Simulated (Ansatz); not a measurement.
# BClH3N: the cost of one run

Program: Ansatz 0.2.0. Level of theory: RKS PBE0/def2-SVP. These are calculated values, not measurements.

### 1 The system as given

Bond lengths: B1–H2 1.190 Å, B1–Cl3 1.860 Å, B1–N4 1.550 Å, N4–H5 1.060 Å, N4–H6 1.060 Å. Angles: H2–B1–Cl3 120.0°, H2–B1–N4 120.0°, Cl3–B1–N4 120.0°, B1–N4–H5 120.0°, B1–N4–H6 120.0°, H5–N4–H6 120.0°.

Coordinates:

```xyz
6

B     0.0000    0.0000    0.0000
H     0.0000    0.0000    1.1900
Cl    1.6108    0.0000   -0.9300
N    -1.3423    0.0000   -0.7750
H    -2.0112   -0.8164   -0.6764
H    -1.5914    0.8164   -1.4036
```

### 2 Relaxing the start

Contents of input.yaml:

```yaml
crystal:
  periodic: [false, false, false]
  atoms:
    - { symbol: B, position_ang: [0.0, 0.0, 0.0] }
    - { symbol: H, position_ang: [0.0, 0.0, 1.19] }
    - { symbol: Cl, position_ang: [1.6108, 0.0, -0.93] }
    - { symbol: "N", position_ang: [-1.3423, 0.0, -0.775] }
    - { symbol: H, position_ang: [-2.0112, -0.8164, -0.6764] }
    - { symbol: H, position_ang: [-1.5914, 0.8164, -1.4036] }
basis:
  gaussian: { orbitals: def2-SVP }
hamiltonian:
  xc: pbe0
relax:
  f_tol: 0.02
  max_steps: 40
```

Command:

```
$ ansatz run input.yaml --threads 1 --pin off --max-ram 2048MiB --backend cpu --events-out ev --progress --plain --runs-dir out
```

Q: Estimate wall time and peak memory on 1 thread of AMD EPYC 9R45 (Zen 5), shared host.

About 4.6 s, with a peak of 0.14 GiB.
